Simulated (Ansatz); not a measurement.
Reaction: CH5BO (SMILES BOC) → H2BO (SMILES B[O], doublet) + CH3 (SMILES [CH3], doublet) (the C-O bond breaks)
Each species at its own B3LYP-D3(BJ)/def2-TZVP minimum (Ansatz, a first-principles code).

Quantity: bond dissociation energy (electronic), in kJ/mol. Radicals and triplets start from unrestricted determinants; spin-orbit coupling is neglected. CBS(X,Y): correlation extrapolated as X^-3, Hartree-Fock from the larger set. A bracket is a step between two methods taken in the basis named. Functionals run without relativity, which enters their misses. Double hybrids freeze cores in their MP2 part. '+ core + X2C': CCSD(T) terms for core correlation (cc-pwCVTZ) and scalar relativity (cc-pVTZ-DK).

CCSD(T)/CBS(cc-pVTZ,cc-pVQZ) + [CCSDT(Q) - CCSD(T)]/cc-pVDZ + core + X2C (Ansatz) gives 354.3 kJ/mol.

**Question.** How far off this value is PBE/def2-TZVPD (Ansatz), in which direction, and which of these levels come nearer: r2SCAN/def2-TZVPD, B3LYP/def2-TZVPD, PBE0/def2-TZVPD, wB97M-V/def2-TZVPD, B2PLYP/def2-TZVPD, CCSD(T)/CBS(cc-pVTZ,cc-pVQZ) + core + X2C?

**Answer.** PBE gives 322.9 kJ/mol, 31.4 kJ/mol below it. Differences of the others: r2SCAN/def2-TZVPD (Ansatz) -48.6; B3LYP/def2-TZVPD (Ansatz) -37.0; PBE0/def2-TZVPD (Ansatz) -22.7; wB97M-V/def2-TZVPD (Ansatz) -4.5; B2PLYP/def2-TZVPD (Ansatz) -14.4; CCSD(T)/CBS(cc-pVTZ,cc-pVQZ) + core + X2C (Ansatz) 1.8 kJ/mol. Nearer than PBE: PBE0/def2-TZVPD, wB97M-V/def2-TZVPD, B2PLYP/def2-TZVPD, CCSD(T)/CBS(cc-pVTZ,cc-pVQZ) + core + X2C.
